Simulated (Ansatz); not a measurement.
Basis-set extrapolation for `CC(=O)OC(C)=O` (PBE0-D4/def2-TZVP geometry, frozen core, Ansatz). Multiplicity 1, RHF reference.

```tsv
	def2-TZVPP	def2-QZVPP
HF	-379.739488	-379.756626
MP2 correlation	-1.338746	-1.436348
CCSD(T) correlation	-1.423289	not run
```

Energies in hartree. Use E(X) = E(∞) + A·exp(−7.88·√X) for Hartree–Fock and E(X) = E(∞) + B·X^(−2.97) for correlation, with X = 3 and 4, and add CCSD(T) minus MP2 of the smaller set to the MP2 limit.

Question: What is the CCSD(T) energy at the basis-set limit?

Answer: HF limit: -379.756626 + (-0.017138) × 0.13774 = -379.75899. MP2 limit: -1.436348 + (-0.097602) × 0.74074 = -1.50865. Higher-order term: -1.423289 − (-1.338746) = -0.08454. Total: -381.35218 hartree, 497.3 kJ/mol below CCSD(T)/def2-TZVPP.
